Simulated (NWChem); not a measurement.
All runs are NWChem calculations. System: Cl, charge 0, spin multiplicity 2. Its SCF solution wasn't tested for a lower state. Level: UHF/def2-TZVPD.

Input file:

```
start mol
memory heap 200 mb stack 900 mb global 1100 mb
geometry units angstroms nocenter noautoz
  Cl     0.000000     0.000000     0.000000
  symmetry group D2h
end
basis spherical
  * library def2-tzvpd
end
scf
  uhf
  nopen 1
  maxiter 100
  thresh 1e-7
  semidirect memsize 60000000 filesize 0
  # guess.movecs holds the orbitals of an unrestricted PBE0 run
  vectors input guess.movecs output mol.movecs
end
task scf energy
```

Part of the output:

```
             Northwest Computational Chemistry Package (NWChem) 7.3.0
             --------------------------------------------------------

                                NWChem Input Module
                                -------------------

 Scaling coordinates for geometry "geometry" by  1.889725989
 (inverse scale =  0.529177249)

                             Geometry "geometry" -> ""
                             -------------------------

 Output coordinates in angstroms (scale by  1.889725989 to convert to a.u.)

  No.       Tag          Charge          X              Y              Z
 ---- ---------------- ---------- -------------- -------------- --------------
    1 Cl                  17.0000     0.00000000     0.00000000     0.00000000

 Effective nuclear repulsion energy (a.u.)       0.0000000000

            Nuclear Dipole moment (a.u.)
            ----------------------------
        X                 Y               Z
 ---------------- ---------------- ----------------
     0.0000000000     0.0000000000     0.0000000000

      Symmetry information
      --------------------

 Group name             D2h
 Group number             26
 Group order               8
 No. of unique centers     1

      Symmetry unique atoms

     1


 Summary of "ao basis" -> "" (spherical)
 ------------------------------------------------------------------------------
       Tag                 Description            Shells   Functions and Types
 ---------------- ------------------------------  ------  ---------------------
 *                         def2-tzvpd                 on all atoms

 Summary of "ao basis" -> "ao basis" (spherical)
 ------------------------------------------------------------------------------
       Tag                 Description            Shells   Functions and Types
 ---------------- ------------------------------  ------  ---------------------
 Cl                        def2-tzvpd               16       46   6s6p3d1f

                                 NWChem SCF Module
                                 -----------------

  ao basis        = "ao basis"
  functions       =    46
  atoms           =     1
  alpha electrons =     9
  beta  electrons =     8
  charge          =   0.00
  wavefunction    = UHF
  use symmetry    = T
  symmetry adapt  = T

 Summary of "ao basis" -> "ao basis" (spherical)
 ------------------------------------------------------------------------------
       Tag                 Description            Shells   Functions and Types
 ---------------- ------------------------------  ------  ---------------------
 Cl                        def2-tzvpd               16       46   6s6p3d1f

      Symmetry analysis of basis
      --------------------------

        ag         12
        au          1
        b1g         3
        b1u         8
        b2g         3
        b2u         8
        b3g         3
        b3u         8

 Forming initial guess at       0.0s

   Symmetry analysis of molecular orbitals - initial alpha
   -------------------------------------------------------

  Numbering of irreducible representations:

     1 ag          2 au          3 b1g         4 b1u         5 b2g
     6 b2u         7 b3g         8 b3u

  Orbital symmetries:

     1 ag          2 ag          3 b2u         4 b1u         5 b3u
     6 ag          7 b2u         8 b1u         9 b3u        10 ag
    11 b2u        12 b3u        13 b1u        14 ag         15 b3g
    16 b1g        17 b2g        18 ag         19 b2u

   Symmetry analysis of molecular orbitals - initial beta
   ------------------------------------------------------

  Numbering of irreducible representations:

     1 ag          2 au          3 b1g         4 b1u         5 b2g
     6 b2u         7 b3g         8 b3u

  Orbital symmetries:

     1 ag          2 ag          3 b2u         4 b1u         5 b3u
     6 ag          7 b1u         8 b3u         9 b2u        10 b3u
    11 b1u        12 ag         13 b2u        14 b2g        15 ag
    16 b3g        17 b1g        18 ag         19 b3u

 Starting SCF solution at       0.1s

 ----------------------------------------------
         Quadratically convergent UHF

 Convergence threshold     :          1.000E-07
 Maximum no. of iterations :          100
 Integral*density screening:          1.000E-09
 ----------------------------------------------

              iter       energy          gnorm     gmax       time
             ----- ------------------- --------- --------- --------
                 1     -459.4717837399  5.81D-01  2.61D-01      0.1
                 2     -459.4769607750  4.02D-02  1.86D-02      0.1
                 3     -459.4771242046  3.51D-04  1.33D-04      0.2
                 4     -459.4771242266  4.80D-08  1.63D-08      0.2

       Final UHF  results
       ------------------

         Total SCF energy =   -459.477124226636
      One electron energy =   -634.837856073741
      Two electron energy =    175.360731847105
 Nuclear repulsion energy =      0.000000000000

                       Sz =      0.5000
                 Sz(Sz+1) =      0.7500
                      S^2 =      0.7601

        Time for solution =      0.1s

       Symmetry analysis of molecular orbitals - alpha
       -----------------------------------------------

  Numbering of irreducible representations:

     1 ag          2 au          3 b1g         4 b1u         5 b2g
     6 b2u         7 b3g         8 b3u

  Orbital symmetries:

     1 ag          2 ag          3 b2u         4 b3u         5 b1u
     6 ag          7 b2u         8 b1u         9 b3u        10 b2u
    11 b1u        12 b3u        13 ag         14 ag         15 b1g
    16 b3g        17 b2g        18 ag         19 b2u

       Symmetry analysis of molecular orbitals - beta
       ----------------------------------------------

  Numbering of irreducible representations:

     1 ag          2 au          3 b1g         4 b1u         5 b2g
     6 b2u         7 b3g         8 b3u

  Orbital symmetries:

     1 ag          2 ag          3 b3u         4 b1u         5 b2u
     6 ag          7 b1u         8 b3u         9 b2u        10 b1u
    11 b3u        12 b2u        13 ag         14 ag         15 b2g
    16 b1g        17 b3g        18 ag         19 b1u

          Final alpha eigenvalues
          -----------------------

              1
    1 -104.8884
    2  -10.6135
    3   -8.0993
    4   -8.0751
    5   -8.0751
    6   -1.1366
    7   -0.5818
    8   -0.5027
    9   -0.5027
   10    0.0907
   11    0.0979
   12    0.0979
   13    0.1320
   14    0.2593
   15    0.2639
   16    0.2639
   17    0.2797
   18    0.2797
   19    0.5582

          Final beta eigenvalues
          ----------------------

              1
    1 -104.8761
    2  -10.6023
    3   -8.0688
    4   -8.0688
    5   -8.0491
    6   -1.0149
    7   -0.4807
    8   -0.4807
    9   -0.0420
   10    0.0986
   11    0.0986
   12    0.1092
   13    0.1385
   14    0.2798
   15    0.2798
   16    0.2839
   17    0.2839
   18    0.2859
   19    0.5969

                    UHF Final Alpha Molecular Orbital Analysis
                    ------------------------------------------

 Vector    7  Occ=1.000000D+00  E=-5.817564D-01  Symmetry=b2u
              MO Center= -4.5D-18, -1.3D-17,  8.2D-17, r^2= 1.1D+00
   Bfn.  Coefficient  Atom+Function         Bfn.  Coefficient  Atom+Function
  ----- ------------  ---------------      ----- ------------  ---------------
    17      0.596664  1 Cl py                20      0.303290  1 Cl py
    14      0.267092  1 Cl py                 8     -0.208503  1 Cl py

 Vector    8  Occ=1.000000D+00  E=-5.027198D-01  Symmetry=b1u
              MO Center=  3.5D-18,  2.3D-31,  1.0D-17, r^2= 1.1D+00
   Bfn.  Coefficient  Atom+Function         Bfn.  Coefficient  Atom+Function
  ----- ------------  ---------------      ----- ------------  ---------------
    18      0.566869  1 Cl pz                21      0.337757  1 Cl pz
    15      0.262763  1 Cl pz                 9     -0.204226  1 Cl pz

 Vector    9  Occ=1.000000D+00  E=-5.027198D-01  Symmetry=b3u
              MO Center=  4.4D-18, -6.8D-19,  2.0D-19, r^2= 1.1D+00
   Bfn.  Coefficient  Atom+Function         Bfn.  Coefficient  Atom+Function
  ----- ------------  ---------------      ----- ------------  ---------------
    16      0.566869  1 Cl px                19      0.337757  1 Cl px
    13      0.262763  1 Cl px                 7     -0.204226  1 Cl px

 Vector   10  Occ=0.000000D+00  E= 9.072125D-02  Symmetry=b2u
              MO Center=  4.3D-18,  5.8D-18, -7.6D-17, r^2= 1.2D+01
   Bfn.  Coefficient  Atom+Function         Bfn.  Coefficient  Atom+Function
  ----- ------------  ---------------      ----- ------------  ---------------
    23      1.181984  1 Cl py                20     -0.397293  1 Cl py

 Vector   11  Occ=0.000000D+00  E= 9.793479D-02  Symmetry=b1u
              MO Center= -1.5D-34,  2.8D-33, -4.1D-34, r^2= 1.2D+01
   Bfn.  Coefficient  Atom+Function         Bfn.  Coefficient  Atom+Function
  ----- ------------  ---------------      ----- ------------  ---------------
    24      1.193008  1 Cl pz                21     -0.435093  1 Cl pz

 Vector   12  Occ=0.000000D+00  E= 9.793479D-02  Symmetry=b3u
              MO Center=  3.5D-31,  1.6D-33, -3.6D-32, r^2= 1.2D+01
   Bfn.  Coefficient  Atom+Function         Bfn.  Coefficient  Atom+Function
  ----- ------------  ---------------      ----- ------------  ---------------
    22      1.193008  1 Cl px                19     -0.435093  1 Cl px

                     UHF Final Beta Molecular Orbital Analysis
                     -----------------------------------------

 Vector    6  Occ=1.000000D+00  E=-1.014852D+00  Symmetry=ag
              MO Center= -1.0D-16, -3.5D-16,  1.5D-16, r^2= 8.0D-01
   Bfn.  Coefficient  Atom+Function         Bfn.  Coefficient  Atom+Function
  ----- ------------  ---------------      ----- ------------  ---------------
     4      0.709496  1 Cl s                  3     -0.511034  1 Cl s
     5      0.482163  1 Cl s

 Vector    7  Occ=1.000000D+00  E=-4.807207D-01  Symmetry=b1u
              MO Center=  1.2D-19,  3.3D-29, -6.2D-18, r^2= 1.2D+00
   Bfn.  Coefficient  Atom+Function         Bfn.  Coefficient  Atom+Function
  ----- ------------  ---------------      ----- ------------  ---------------
    18      0.556155  1 Cl pz                21      0.350015  1 Cl pz
    15      0.260736  1 Cl pz                 9     -0.202715  1 Cl pz

 Vector    8  Occ=1.000000D+00  E=-4.807207D-01  Symmetry=b3u
              MO Center=  4.4D-18, -9.9D-34,  3.9D-33, r^2= 1.2D+00
   Bfn.  Coefficient  Atom+Function         Bfn.  Coefficient  Atom+Function
  ----- ------------  ---------------      ----- ------------  ---------------
    16      0.556155  1 Cl px                19      0.350015  1 Cl px
    13      0.260736  1 Cl px                 7     -0.202715  1 Cl px

 Vector    9  Occ=0.000000D+00  E=-4.203933D-02  Symmetry=b2u
              MO Center=  4.6D-19, -4.8D-18, -3.1D-18, r^2= 2.3D+00
   Bfn.  Coefficient  Atom+Function         Bfn.  Coefficient  Atom+Function
  ----- ------------  ---------------      ----- ------------  ---------------
    17      0.411743  1 Cl py                20      0.411969  1 Cl py
    23      0.257808  1 Cl py                14      0.194103  1 Cl py
     8     -0.161253  1 Cl py

 Vector   10  Occ=0.000000D+00  E= 9.863279D-02  Symmetry=b1u
              MO Center= -5.3D-18,  2.7D-26, -1.7D-16, r^2= 1.2D+01
   Bfn.  Coefficient  Atom+Function         Bfn.  Coefficient  Atom+Function
  ----- ------------  ---------------      ----- ------------  ---------------
    24      1.195191  1 Cl pz                21     -0.444366  1 Cl pz

 Vector   11  Occ=0.000000D+00  E= 9.863279D-02  Symmetry=b3u
              MO Center=  6.8D-17, -2.8D-31, -6.4D-17, r^2= 1.2D+01
   Bfn.  Coefficient  Atom+Function         Bfn.  Coefficient  Atom+Function
  ----- ------------  ---------------      ----- ------------  ---------------
    22      1.195191  1 Cl px                19     -0.444366  1 Cl px

 center of mass
 --------------
 x =   0.00000000 y =   0.00000000 z =   0.00000000

 moments of inertia (a.u.)
 ------------------
           0.000000000000           0.000000000000           0.000000000000
           0.000000000000           0.000000000000           0.000000000000
           0.000000000000           0.000000000000           0.000000000000

  Mulliken analysis of the total density
  --------------------------------------

    Atom       Charge   Shell Charges
 -----------   ------   -------------------------------------------------------
    1 Cl  17    17.00   2.01  0.45  1.51  1.14  0.87  0.01  4.18  1.69  1.05  2.69  1.36  0.02  0.00  0.00  0.00  0.00

  Mulliken analysis of the alpha density
  --------------------------------------

    Atom       Charge   Shell Charges
 -----------   ------   -------------------------------------------------------
    1 Cl  17     9.00   1.01  0.22  0.76  0.58  0.43  0.00  2.11  0.83  0.62  1.64  0.79  0.01  0.00  0.00 -0.00  0.00

   Mulliken analysis of the beta density
   -------------------------------------

    Atom       Charge   Shell Charges
 -----------   ------   -------------------------------------------------------
    1 Cl  17     8.00   1.01  0.22  0.76  0.57  0.43  0.01  2.07  0.86  0.43  1.05  0.57  0.01  0.00  0.00  0.00  0.00

   Mulliken analysis of the spin density
   -------------------------------------

    Atom       Charge   Shell Charges
 -----------   ------   -------------------------------------------------------
    1 Cl  17     1.00   0.00  0.00 -0.00  0.01 -0.00 -0.01  0.03 -0.02  0.18  0.59  0.22 -0.00 -0.00 -0.00 -0.00  0.00

       Multipole analysis of the density wrt the origin
       ------------------------------------------------

     L   x y z        total         alpha         beta         nuclear
     -   - - -        -----         -----         ----         -------
     0   0 0 0     -0.000000     -9.000000     -8.000000     17.000000

     1   1 0 0      0.000000     -0.000000      0.000000      0.000000
     1   0 1 0      0.000000      0.000000      0.000000      0.000000
     1   0 0 1     -0.000000     -0.000000     -0.000000      0.000000

     2   2 0 0     -9.794834     -5.170396     -4.624438      0.000000
     2   1 1 0      0.000000      0.000000      0.000000      0.000000
     2   1 0 1      0.000000     -0.000000      0.000000      0.000000
     2   0 2 0     -8.085977     -5.292882     -2.793096      0.000000
     2   0 1 1      0.000000      0.000000      0.000000      0.000000
     2   0 0 2     -9.794834     -5.170396     -4.624438      0.000000

 Task  times  cpu:        0.2s     wall:        0.2s

 Total times  cpu:        0.2s     wall:        0.2s
```
